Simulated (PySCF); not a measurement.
Al: ionisation energy

Al [Ne] 3s2 3p1 (2P) → Al+ [Ne] 3s2 (1S), as a difference of total energies. Calculation: PySCF 2.14, in pcseg-2; the non-relativistic Hamiltonian (point nucleus). Correlated levels: valence: [Ne] frozen. The calculations carry no spin-orbit coupling.

```json
{"method": "UHF", "ionisation energy (eV)": "5.557"}
{"method": "MN15", "ionisation energy (eV)": "5.737"}
{"method": "PBE", "ionisation energy (eV)": "6.069"}
{"method": "MP2 (valence)", "ionisation energy (eV)": "5.684"}
{"method": "SCS-MP2 (valence)", "ionisation energy (eV)": "5.665"}
{"method": "CCSD (valence)", "ionisation energy (eV)": "5.714"}
{"method": "CCSD(T) (valence)", "ionisation energy (eV)": "5.733"}
```

How much does correlation contribute at CCSD(T) (valence)?

5.733 − (5.557) = 0.176 eV, measured against UHF.

Errors of the correlated levels include the incompleteness of this basis and the frozen core.

For comparison: 5.977 eV (measured; NIST levels, between the centres of gravity of the two terms).
